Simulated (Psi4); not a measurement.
# [NH3]+ (SMILES [NH3+]): UOMP2/cc-pVTZ (density fitting for correlation)

What is the vertical ionisation energy of [NH3]+ at UOMP2/cc-pVTZ (density fitting for correlation)? 

The calculation is run with Psi4 1.11.

1 further run of the same task is left out (set aside as unsound or not needed).

**1. Starting point**

[NH3]+ has 4 atoms, charge +1, and is taken as a doublet. As SMILES, `[NH3+]`. Geometry: relaxed at GFN2-xTB.

Bond lengths: N1–H2 1.028 Å, N1–H3 1.028 Å, N1–H4 1.028 Å. Angles: H2–N1–H3 120.0°, H2–N1–H4 120.0°, H3–N1–H4 120.0°.

**2. A single-point energy at UOMP2/cc-pVTZ (density fitting for correlation)**

h3n.xyz

```xyz
4
H3N
N      0.000140    -0.000820    -0.000330
H      0.510700    -0.238750     0.859300
H     -0.995460    -0.239520    -0.089810
H      0.484620     0.479080    -0.769160
```

calc.py

```python
import psi4

psi4.set_memory('1600 MB')
psi4.set_num_threads(1)
psi4.set_output_file('output.dat', False)

with open('h3n.xyz') as f:
    atoms = ''.join(f.readlines()[2:])
molecule = psi4.geometry('1 2\n' + atoms + 'symmetry c1\nno_reorient\nno_com')

options = {'basis': 'cc-pVTZ', 'reference': 'uhf', 'puream': True, 'e_convergence': 1e-09, 'd_convergence': 1e-08, 'scf_type': 'pk', 'num_frozen_docc': 1, 'maxiter': 200}
psi4.set_options(options)

E, wfn = psi4.energy('omp2', return_wfn=True)
print('E =', round(E, 9))
```

On the command line:

```
python calc.py
```

output.dat:

```text
[...]
  Running in c1 symmetry.
[...]
  Nuclear repulsion =   11.704920460444230
[...]
  Multiplicity = 2
[...]
  Nalpha       = 5
  Nbeta        = 4
[...]
    Number of basis functions: 72
[...]
   @UHF iter   1:   -55.86788046808735   -2.47318e-01   3.02595e-03 ADIIS/DIIS
[...]
   @UHF iter  10:   -55.90291702321073   -4.64695e-12   6.41694e-09 DIIS
[...]
   @S^2 Observed:                7.613432861E-01
[...]
    Orbital Energies [Eh]
    ---------------------
    Alpha Occupied:
       1A    -16.007844     2A     -1.582236     3A     -1.055939
       4A     -1.055867     5A     -0.919577
    Alpha Virtual:
       6A     -0.124352     7A     -0.037271     8A     -0.037262
       9A      0.168345    10A      0.168429    11A      0.223908
      12A      0.273858    13A      0.396879    14A      0.396899
      15A      0.404475    16A      0.474743    17A      0.474831
      18A      0.756463    19A      0.886681    20A      0.886852
      21A      0.889117    22A      1.044493    23A      1.238015
      24A      1.238111    25A      1.242238    26A      1.242376
[...]
  @UHF Final Energy:   -55.90291702321073
   => Energetics <=
    Nuclear Repulsion Energy =             11.7049204604442298
    One-Electron Energy =                 -95.1133222572718608
    Two-Electron Energy =                  27.5054847736169066
    Total Energy =                        -55.9029170232107262
  UHF NO Occupations:
  HONO-2 :    3  A 1.9989590
  HONO-1 :    4  A 1.9964037
[...]
 Multipole Moments:
 ------------------------------------------------------------------------------------
     Multipole            Electronic (a.u.)      Nuclear  (a.u.)        Total (a.u.)
 ------------------------------------------------------------------------------------
 L = 1.  Multiply by 2.5417464519 to convert [e a0] to [Debye]
 Dipole X            :         -0.0016883            0.0015874           -0.0001010
 Dipole Y            :          0.0097051           -0.0093163            0.0003888
 Dipole Z            :          0.0039329           -0.0037417            0.0001912
 Magnitude           :                                                    0.0004448
[...]
	Warning: cc_lambda option is changed to TRUE
	For this residual convergence, default PCG convergence is:     1.00e-07
[...]
	DF-SCS-MP2 Total Energy (a.u.)     :   -56.08553893229605
	DF-SOS-MP2 Total Energy (a.u.)     :   -56.08746072654591
[...]
	DF-SCS-OMP2 Total Energy (a.u.)    :   -56.08664981151006
	DF-SOS-OMP2 Total Energy (a.u.)    :   -56.07422422657987
	DF-SCS(N)-OMP2 Total Energy (a.u.) :   -55.96749575503686
[...]
	DF-OMP2 Total Energy (a.u.)        :   -56.08277838804019
[...]
```

Standard output:

```text
E = -56.082778388
```

Run time: 6.3 s. Hardware: 1 thread of Intel Xeon 6975P-C (Granite Rapids), shared host; peak memory 0.25 GiB.

**3. Singlet [NH3]2+ at the same level**

input.inp

```
memory 1.6 GB

molecule {
  2 1
  N      0.000140    -0.000820    -0.000330
  H      0.510700    -0.238750     0.859300
  H     -0.995460    -0.239520    -0.089810
  H      0.484620     0.479080    -0.769160
  symmetry c1
  no_reorient
  no_com
}

set puream true
set e_convergence 1e-09
set d_convergence 1e-08
set scf_type pk
set num_frozen_docc 1

E, wfn = energy('omp2/cc-pVTZ', return_wfn=True)
```

On the command line:

```
psi4 -n 1 input.inp input.out
```

input.out:

```text
[...]
  Running in c1 symmetry.
[...]
  Nuclear repulsion =   11.704920460444230
[...]
  Multiplicity = 1
[...]
  Nalpha       = 4
  Nbeta        = 4
[...]
    Number of basis functions: 72
[...]
   @RHF iter   1:   -54.94127063731955    6.79292e-01   6.35886e-03 DIIS/ADIIS
[...]
   @RHF iter   8:   -55.06437611558080   -3.12639e-13   1.22652e-09 DIIS
[...]
    Orbital Energies [Eh]
    ---------------------
    Doubly Occupied:
       1A    -16.570682     2A     -1.987461     3A     -1.520505
       4A     -1.520433
[...]
  @RHF Final Energy:   -55.06437611558080
   => Energetics <=
    Nuclear Repulsion Energy =             11.7049204604442298
    One-Electron Energy =                 -90.3404323082907297
    Two-Electron Energy =                  23.5711357322656987
    Total Energy =                        -55.0643761155807994
[...]
 Multipole Moments:
 ------------------------------------------------------------------------------------
     Multipole            Electronic (a.u.)      Nuclear  (a.u.)        Total (a.u.)
 ------------------------------------------------------------------------------------
 L = 1.  Multiply by 2.5417464519 to convert [e a0] to [Debye]
 Dipole X            :         -0.0014029            0.0015874            0.0001845
 Dipole Y            :          0.0084233           -0.0093163           -0.0008931
 Dipole Z            :          0.0034070           -0.0037417           -0.0003346
 Magnitude           :                                                    0.0009714
[...]
	Warning: cc_lambda option is changed to TRUE
	For this residual convergence, default PCG convergence is:     1.00e-07
[...]
	DF-MP2 Total Energy (a.u.)         :   -55.21315824868237
[...]
	DF-MP2 Total Energy (a.u.)         :   -55.21365774280024
[...]
	DF-OMP2 Total Energy (a.u.)        :   -55.21365774280032
[...]
```

Wall time 2.7 s (1 thread of Intel Xeon 6975P-C (Granite Rapids), shared host); peak memory 0.26 GiB.

**4. What came out**

At UOMP2/cc-pVTZ (density fitting for correlation), 1 core orbital frozen:

| quantity | value |
| --- | --- |
| doublet [NH3]+: total energy | -56.08278 Eh |
| doublet [NH3]+: HOMO energy (Hartree–Fock orbitals) (highest over α and β) | -25.02 eV |
| doublet [NH3]+: LUMO energy (Hartree–Fock orbitals) (lowest over α and β) | -6.47 eV |
| doublet [NH3]+: correlation energy (1 core orbital frozen) | -179.9 mEh |
| doublet [NH3]+: ⟨S²⟩ of the reference determinant | 0.761 |
| singlet [NH3]2+: total energy | -55.21366 Eh |
| singlet [NH3]2+: HOMO energy (Hartree–Fock orbitals) | -41.37 eV |
| singlet [NH3]2+: LUMO energy (Hartree–Fock orbitals) | -20.91 eV |
| singlet [NH3]2+: HOMO–LUMO gap (Hartree–Fock orbitals) | 20.46 eV |
| singlet [NH3]2+: correlation energy (1 core orbital frozen) | -149.3 mEh |
| vertical ionisation energy (to the singlet dication) | 23.650 eV |

Removing an electron at fixed nuclei costs 23.65 eV (2282 kJ/mol). Only the singlet of the ionised species was computed; a triplet could lie lower.
